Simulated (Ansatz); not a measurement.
**[GeH$_{3}$···H···Cl], doublet along the distance Ge1-H5**

Starting geometry:

```yaml
atoms:
  - { symbol: Ge, position_ang: [-1.1630, 0.0000, 0.0000] }
  - { symbol: H, position_ang: [-1.6744, 1.4466, 0.0000] }
  - { symbol: H, position_ang: [-1.6744, -0.7233, 1.2528] }
  - { symbol: H, position_ang: [-1.6744, -0.7233, -1.2528] }
  - { symbol: H, position_ang: [0.3714, 0.0000, 0.0000] }
  - { symbol: Cl, position_ang: [2.5150, 0.0000, 0.0000] }
```

From there atom H5 is moved from one fragment to the other while all else, the fragments' distance too, stays fixed, so the hump isn't the reaction's barrier; atoms are numbered as listed. Energies are in kcal/mol, counted from the starting geometry at the same level.

Basis cc-pVDZ; Ansatz 0.2.0. Only valence electrons are correlated (noble-gas cores and the filled d shells of p-block atoms frozen). Prefix R: restricted or restricted open-shell reference; prefix U: unrestricted. Active spaces: valence = (15e, 12o) chosen from the atoms' valence shells. No spin–orbit coupling is included, and no scalar relativity.

For open shells CISD is restricted-active-space CI with the open shells as a complete middle space. Runs in a small pair space aren't shown, since their orbitals change along the scan.

Full CI isn't at hand for all of this; UCCSDT(Q) serves as the reference, and is uncertain by the last step of the cluster series or more. The frozen core follows each run's orbitals, which can shift R against U totals by a few meV for light atoms and by up to 0.1 eV past Ca.

| distance Ge1-H5 (Å) | UCCSDT(Q) | error RHF | error UMP2 | error CISD | error RCCSD | error RCCSDT | error MRCISD (valence space) |
| --- | --- | --- | --- | --- | --- | --- | --- |
| 1.534 | 0.0 | 0.0 | 0.0 | 0.0 | 0.0 | 0.0 | 0.0 |
| 1.648 | 0.9 | 2.1 | 0.3 | 0.8 | 0.3 | 0.0 | 0.2 |
| 1.874 | 5.3 | 9.6 | 1.1 | 3.3 | 1.1 | 0.1 | 0.5 |
| 2.101 | -0.1 | 9.4 | -0.6 | 2.9 | 1.3 | 0.2 | 0.4 |
| 2.328 | -11.1 | 5.2 | -2.4 | 1.3 | 0.7 | 0.1 | 0.3 |

Errors are those of relative energies. In total energy the starting point itself misses UCCSDT(Q) by: RHF 177.8, UMP2 32.2, CISD 19.1, RCCSD 3.3, RCCSDT 0.2, MRCISD (valence space) 11.8 kcal/mol.

Spread of the error over the points with a reference, to 2.328 Å (largest less smallest): RCCSDT 0.2, MRCISD (valence space) 0.5, RCCSD 1.3, CISD 3.3, UMP2 3.5, RHF 9.6 kcal/mol.
